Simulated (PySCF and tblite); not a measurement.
Values are calculated unless marked as measured or tabulated.
C₃H₆O, numbered as in [OH:1][CH:2]1[CH2:3][CH2:4]1.

Conformers came from 60 starts (ETKDG and KDG, MMFF94s, GFN2-xTB); geometries are GFN2-xTB. Free energies are B3LYP-D3(BJ)/def2-SVP (IEF-PCM, chloroform) single points with GFN2-xTB rigid-rotor and vibrational terms (modes under about 100 cm⁻¹ blended into free rotors). Symmetry numbers and mirror images are counted. Conformers within 3 kcal/mol (GFN2-xTB free energy) were kept, 10 at most. GIAO shieldings: KT2/pcSseg-1 (IEF-PCM, chloroform). Shifts are against TMS (¹H), TMS (¹³C) at the same level; of two unlike H on one atom, a is the less shielded. Run with PySCF (density fitting) and tblite.

(1) List the conformer-averaged shifts at 298.15 K.

(2) How do the conformers differ?

H on N, O and S are left out: they exchange, and hydrogen bonds move them by several ppm. Shifts are unscaled: against experiment ¹³C can be off by 15 ppm or more and ¹H by 0.8 ppm.

Answers

(1) ¹H: 3.88 (H2, 1H), 0.49 (H3a/H4a, 2H), 0.47 (H3b/H4b, 2H) ppm. ¹³C: 51.3 (C2), 9.6 (C3/C4) ppm.

(2) Torsions listed: H1–O1–C2–C3. Of a mirror pair one member is shown.
| conformer | shape | weight % |
| --- | --- | --- |
| 1 | -142° | 98.1 |
| 2 | -36° | 1.9 |

```json
{"signal": "H2", "1": "3.88", "2": "3.49", "average": "3.88"}
{"signal": "H3a/H4a", "1": "0.49", "2": "0.50", "average": "0.49"}
{"signal": "H3b/H4b", "1": "0.48", "2": "0.20", "average": "0.47"}
{"signal": "C2", "1": "51.2", "2": "52.6", "average": "51.3"}
{"signal": "C3/C4", "1": "9.6", "2": "8.1", "average": "9.6"}
```
